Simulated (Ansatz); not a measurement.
Geometry optimisation, RKS BLYP/def2-SVP (Ansatz 0.2.0).

Input:

```yaml
crystal:
  periodic: [false, false, false]
  atoms:
    - { symbol: Al, position_ang: [0.0, 0.0, 0.0] }
    - { symbol: Cl, position_ang: [0.0, 0.0, 2.23] }
    - { symbol: Cl, position_ang: [1.9312, 0.0, -1.115] }
    - { symbol: H, position_ang: [-1.351, 0.0, -0.78] }
basis:
  gaussian: { orbitals: def2-SVP }
hamiltonian:
  xc: blyp
relax:
  f_tol: 0.02
  max_steps: 40
output:
  orbitals: {}
```

Launched with:

```bash
$ ansatz run input.yaml --threads 1 --pin off --max-ram 2048MiB --backend cpu --events-out ev --progress --plain --runs-dir out
```

**Question.** Where does it end, and by what steps?

**Answer.** It converged. After 4 steps the energy has fallen by 0.191 eV; Cl2 moved furthest, 0.11 Å.

| step | energy less start (eV) | largest force component (eV/Å) | accepted |
| --- | --- | --- | --- |
| 0 | 0.0000 | 1.500 | yes |
| 1 | -0.1814 | 0.401 | yes |
| 2 | -0.1860 | 0.224 | yes |
| 3 | -0.1912 | 0.033 | yes |
| 4 | -0.1913 | 0.001 | yes |

```xyz
4
Properties=species:S:1:pos:R:3
Al 0.019 0.000 0.011
Cl 0.043 0.000 2.125
Cl 1.862 0.000 -1.025
H -1.344 0.000 -0.776
```

Whether the end is a true minimum wasn't checked by a vibrational analysis.

Time of the run: 7.8 s on 1 thread of Arm Neoverse V1, with other jobs on the host, peak memory 0.1 GiB.
